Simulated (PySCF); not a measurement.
# NH2 (SMILES [NH2]) at 6 levels

Wanted: a comparison of 6 runs (U-r2SCAN/SBKJC, UB3LYP/SBKJC, UM06-2X/SBKJC, UPBE/SBKJC, NEVPT2(7,6)/SBKJC, UCCSD(T)/SBKJC) of NH2. Input form: a Python script.

Program for the calculation: PySCF 2.14.0.

11 further runs of the same task are left out: 1 that didn't finish, 10 set aside as unsound or not needed.

## Step 1: Starting point

NH2 has 3 atoms, charge 0, and is taken as a doublet. As SMILES, `[NH2]`. One bond was lengthened or shortened from a relaxed shape.

Bond lengths: N1–H2 1.217 Å, N1–H3 1.014 Å. Angles: H2–N1–H3 110.0°.

## Step 2: The energy at U-r2SCAN/SBKJC (core potential) (run 1)

Contents of calc.py:

```python
from pyscf import gto, dft

system = gto.M(
    atom='''
N      0.337505    -0.382739     0.146769
H      0.155580     0.820260     0.174790
H     -0.432435    -0.838569    -0.330891
''',
    max_memory=1860,
    basis='sbkjc',
    verbose=4,
    charge=0,
    spin=1,
    ecp={'N': 'sbkjc'},
)

myscf = dft.UKS(system, xc='r2scan')
myscf.grids.level = 5
myscf.conv_tol = 1e-10
myscf.kernel()
if not myscf.converged:
    myscf = myscf.newton().run(myscf.mo_coeff, myscf.mo_occ)

e_final = myscf.e_tot
print(f'total energy: {e_final:.8f} hartree')
```

On the command line:

```console
$ OMP_NUM_THREADS=1 python calc.py
```

The program printed:

```text
PySCF version 2.14.0

[INPUT] num. atoms = 3
[INPUT] num. electrons = 7
[INPUT] charge = 0
[INPUT] spin (= nelec alpha-beta = 2S) = 1
[INPUT] symmetry False subgroup None
[INPUT] Mole.unit = angstrom
[INPUT] Symbol           X                Y                Z      unit          X                Y                Z       unit  Magmom
[INPUT]  1 N      0.337505000000  -0.382739000000   0.146769000000 AA    0.637792015671  -0.723271887190   0.277353213576 Bohr   0.0
[INPUT]  2 H      0.155580000000   0.820260000000   0.174790000000 AA    0.294003590460   1.550066750936   0.330305229313 Bohr   0.0
[INPUT]  3 H     -0.432435000000  -0.838569000000  -0.330891000000 AA   -0.817183716676  -1.584665746550  -0.625293367083 Bohr   0.0

[... 85 lines left out ...]
converged SCF energy = -10.9777086951876  <S^2> = 0.75370936  2S+1 = 2.0037059
total energy: -10.97770870 hartree
```

Wall time 2.3 s (1 thread of Arm Neoverse V2, shared host); peak memory 0.17 GiB.

## Step 3: The energy at UB3LYP/SBKJC (core potential) (run 2)

Contents of calc.py:

```python
from pyscf import gto, dft

system = gto.M(
    atom=[
    ('N', (0.337505, -0.382739, 0.146769)),
    ('H', (0.155580, 0.820260, 0.174790)),
    ('H', (-0.432435, -0.838569, -0.330891)),
],
    max_memory=1860,
    verbose=4,
    ecp={'N': 'sbkjc'},
    basis='sbkjc',
    spin=1,
    charge=0,
)

mf = dft.UKS(system)
mf.xc = 'b3lyp'
mf.grids.level = 5
mf.conv_tol = 1e-10
mf.kernel()
if not mf.converged:
    mf = mf.newton().run(mf.mo_coeff, mf.mo_occ)

energy = mf.e_tot
print('E = %.10f Eh' % energy)
```

On the command line:

```console
$ OMP_NUM_THREADS=1 python calc.py
```

The program printed:

```text
PySCF version 2.14.0

[INPUT] num. atoms = 3
[INPUT] num. electrons = 7
[INPUT] charge = 0
[INPUT] spin (= nelec alpha-beta = 2S) = 1
[INPUT] symmetry False subgroup None
[INPUT] Mole.unit = angstrom
[INPUT] Symbol           X                Y                Z      unit          X                Y                Z       unit  Magmom
[INPUT]  1 N      0.337505000000  -0.382739000000   0.146769000000 AA    0.637792015671  -0.723271887190   0.277353213576 Bohr   0.0
[INPUT]  2 H      0.155580000000   0.820260000000   0.174790000000 AA    0.294003590460   1.550066750936   0.330305229313 Bohr   0.0
[INPUT]  3 H     -0.432435000000  -0.838569000000  -0.330891000000 AA   -0.817183716676  -1.584665746550  -0.625293367083 Bohr   0.0

[... 41 lines left out ...]
WARN: HOMO -0.0462356704127127 >= LUMO -0.0462356704127129
[... 42 lines left out ...]
converged SCF energy = -10.9959890680029  <S^2> = 0.75326531  2S+1 = 2.0032626
E = -10.9959890680 Eh
```

It took 1.7 s on 1 thread of Arm Neoverse V2, shared host; peak memory 0.16 GiB.

Runs 3 to 5 aren't shown in full; the table further down has their settings and results.

## Step 4: A single-point energy at UCCSD(T)/SBKJC (core potential) (run 6)

Contents of input.py:

```python
from pyscf import gto, scf, cc

mol = gto.M(
    atom='''
N    0.337505  -0.382739   0.146769
H    0.155580   0.820260   0.174790
H   -0.432435  -0.838569  -0.330891
''',
    basis='sbkjc',
    max_memory=1860,
    spin=1,
    ecp={'N': 'sbkjc'},
    verbose=3,
)

myscf = scf.UHF(mol)
myscf.conv_tol = 1e-10
myscf.kernel()
if not myscf.converged:
    myscf = myscf.newton().run(myscf.mo_coeff, myscf.mo_occ)

mycc = cc.CCSD(myscf)
mycc.kernel()
e_t = mycc.ccsd_t()
energy = mycc.e_tot + e_t
print(f'total energy: {energy:.8f} hartree')
```

On the command line:

```console
$ OMP_NUM_THREADS=1 python input.py
```

The program printed:

```text
converged SCF energy = -10.7446650860105  <S^2> = 0.76741015  2S+1 = 2.017335
E(UCCSD) = -10.84293174817518  E_corr = -0.09826666216472593
UCCSD(T) correction = -0.00103303724521093
total energy: -10.84396479 hartree
```

Wall time 0.63 s (1 thread of Arm Neoverse V2, shared host); peak memory 0.12 GiB.

## Step 5: Overview of the runs

| run | level | integration grid | active selection | energy (Eh) | dipole moment (D) of the reference | HOMO energy (eV) | LUMO energy (eV) | wall time |
| --- | --- | --- | --- | --- | --- | --- | --- | --- |
| 1 | U-r2SCAN/SBKJC (core potential) | 5 | – | -10.977709 | 2.26 | -6.63 | -3.00 | 2.3 s |
| 2 | UB3LYP/SBKJC (core potential) | 5 | – | -10.995989 | 2.27 | -7.58 | -2.76 | 1.7 s |
| 3 | UM06-2X/SBKJC (core potential) | 5 | – | -10.964858 | 2.41 | -9.15 | -1.44 | 2.5 s |
| 4 | UPBE/SBKJC (core potential) | 5 | – | -10.981554 | 2.25 | -6.20 | -3.82 | 1.4 s |
| 5 | NEVPT2(7,6)/SBKJC (core potential) | – | mp2 natural orbitals | -10.834830 | 2.37 | – | – | 1 s |
| 6 | UCCSD(T)/SBKJC (core potential) | – | – | -10.843965 | 2.37 | -11.61 | 3.23 | 0.63 s |

## Step 6: What came out

| quantity | value |
| --- | --- |
| run 6: total energy | -10.84396 Eh |
| run 6: dipole moment (Hartree–Fock density) | 2.37 D |
| run 6: HOMO energy (Hartree–Fock orbitals) (highest over α and β) | -11.61 eV |
| run 6: LUMO energy (Hartree–Fock orbitals) (lowest over α and β) | 3.23 eV |
| run 6: correlation energy | -99.3 mEh |
| run 6: (T) correction | -1.03 mEh |
| run 6: ⟨S²⟩ of the reference determinant | 0.767 |
| run 6: T1 diagnostic | 0.012 |

In words: Over runs 1, 2, 3, 4 the dipole moment (its size) runs from 2.25 D (UPBE/SBKJC) to 2.41 D (UM06-2X/SBKJC). Totals of different functionals can't be ranked against each other. All runs together took 9.5 s, the longest 2.5 s.
